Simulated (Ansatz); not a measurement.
**C₃H₆F₂S: small, medium and large basis sets**

Aim: see how fast density functionals converge with the basis set for C₃H₆F₂S.

The runs use Ansatz 0.2.0, Gaussian basis; one geometry, several basis sets.

Plan: PBE0-D4/def2-SVP; ωB97M-V/def2-SVP; PBE0-D4/def2-QZVPP; ωB97M-V/def2-QZVPP; the functionals' def2-TZVPP values are taken from earlier runs.

**1. The relaxed structure**

An earlier PBE0-D4 in a triple-zeta def2 set relaxation fixed the geometry.

SMILES `CSC(C)(F)F`, 12 atoms, charge 0, spin multiplicity 1.

Atoms are counted from 1 here; the program's logs count them from 0.

Bond lengths: C1–S2 1.798 Å, C1–H7 1.090 Å, C1–H8 1.090 Å, C1–H9 1.089 Å, S2–C3 1.816 Å, C3–C4 1.502 Å, C3–F5 1.357 Å, C3–F6 1.362 Å, C4–H10 1.092 Å, C4–H11 1.089 Å, C4–H12 1.089 Å. Angles: S2–C1–H7 105.8°, S2–C1–H8 112.2°, S2–C1–H9 110.8°, H7–C1–H8 108.5°, H7–C1–H9 108.7°, H8–C1–H9 110.6°, C1–S2–C3 99.9°, S2–C3–C4 116.1°, S2–C3–F5 105.0°, S2–C3–F6 110.1°, C4–C3–F5 109.7°, C4–C3–F6 109.0°, F5–C3–F6 106.6°, C3–C4–H10 108.7°, C3–C4–H11 110.4°, C3–C4–H12 109.6°, H10–C4–H11 108.9°, H10–C4–H12 109.8° and more.

**2. PBE0-D4 in def2-SVP**

File in.yaml:

```yaml
crystal:
  periodic: [false, false, false]
  atoms:
    - {symbol: C, position_ang: [-1.038870, -0.886588, 1.265674]}
    - {symbol: S, position_ang: [0.667392, -0.332321, 1.384384]}
    - {symbol: C, position_ang: [0.727459, 0.796952, -0.036024]}
    - {symbol: C, position_ang: [0.562631, 0.166269, -1.389003]}
    - {symbol: F, position_ang: [1.942804, 1.395625, 0.043424]}
    - {symbol: F, position_ang: [-0.201401, 1.782136, 0.110433]}
    - {symbol: H, position_ang: [-1.226277, -1.468192, 2.168739]}
    - {symbol: H, position_ang: [-1.203932, -1.528140, 0.399805]}
    - {symbol: H, position_ang: [-1.720720, -0.036996, 1.249305]}
    - {symbol: H, position_ang: [0.637021, 0.945004, -2.150462]}
    - {symbol: H, position_ang: [-0.412666, -0.312331, -1.468769]}
    - {symbol: H, position_ang: [1.343358, -0.576620, -1.543504]}
basis:
  gaussian: {orbitals: def2-SVP}
hamiltonian: {xc: pbe0, dispersion: d4}
output: {orbitals: {seedname: orbitals}}
```

The run is started by

```sh
> ansatz run in.yaml --threads 4 --pin off --events-out ev --progress --plain --max-ram 10444MiB
```

After this run come: ωB97M-V in def2-SVP; PBE0-D4 in def2-QZVPP; ωB97M-V in def2-QZVPP.

Before running them: what should the planned runs give, taken together? Wanted: PBE0-D4: double and triple zeta above quadruple; ωB97M-V: double and triple zeta above quadruple.

**Answer**, as computed:

```
                                       quantity           value
PBE0-D4: double and triple zeta above quadruple  14.80, 0.78 eV
ωB97M-V: double and triple zeta above quadruple  15.08, 0.75 eV
```

In words: For PBE0-D4 the step from double to triple zeta gains 14.02 eV and the next only 0.78 eV. These are total energies; as a rule much of such shifts cancels in differences, which this series doesn't test. The LUMO of ωB97M-V is positive and keeps falling with the basis (3.08 to 1.62 eV): an unbound level that the basis holds in place.
